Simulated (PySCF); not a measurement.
Isomers of CH3NO, one GFN2-xTB conformer each. Single-point energies are computed at PBE0/pcSseg-1 (PySCF, gas phase, no added dispersion term), electronic only.

Question: Rank them by PBE0/pcSseg-1 energy, lowest first (kJ/mol).
A. `CN=O`
B. `[NH2:1][CH:2]=[O:3]` with H–N1–C2–O3 0° and 180°
C. `[CH2:1]=[N:2][OH:3]` with C1–N2–O3–H 180°

Answer: B (0.0), C (225.7), A (273.6).

As drawn, the lowest has a C=O bond, an N–H bond and a C(=O)–N unit, which the highest lacks; the highest has an N–O linkage, which the lowest lacks. GFN2-xTB itself gives, in the same order: 0.0, 176.8, 264.9. Both levels put the same isomer lowest; measured from each level's own lowest isomer, the values differ by up to 48.9 kJ/mol (C=NO: 176.8 against 225.7).

Q: Which frontier levels, dipoles and rotational constants go with these structures?

A: 
```tsv
SMILES	HOMO (eV, PBE0/pcSseg-1)	LUMO (eV)	dipole (D)	A, B, C (MHz)
NC=O	-7.52	0.85	3.97	74343, 11559, 10004
C=NO	-7.85	-0.06	0.22	76625, 11476, 9982
CN=O	-6.60	-2.23	2.68	65949, 11394, 10329
```
